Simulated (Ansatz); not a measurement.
Results of PBE-D4 (PAW; Ansatz, a quantum-chemistry and plane-wave program) for 1T (CdI2-type) TiTe2.

Rigid layers of the crystal as relaxed at this level are moved apart or together:

```csv
run,k mesh,layer repeat (Å),energy against free layers (meV/Å²),gap on the mesh (eV)
1,12×12×6,6.2,-29.06,0.000
2,12×12×6,6.35,-31.15,0.000
3,12×12×6,6.5,-31.31,0.000
4,12×12×6,6.7,-29.73,0.000
5,12×12×6,7,-25.81,0.000
6,12×12×6,7.5,-18.88,0.000
7,12×12×4,8.5,-8.76,0.000
8,12×12×4,10.5,-2.00,0.000
```

The lowest energy of these points lies at a layer repeat of 6.50 Å.

Spin–orbit coupling is not included.
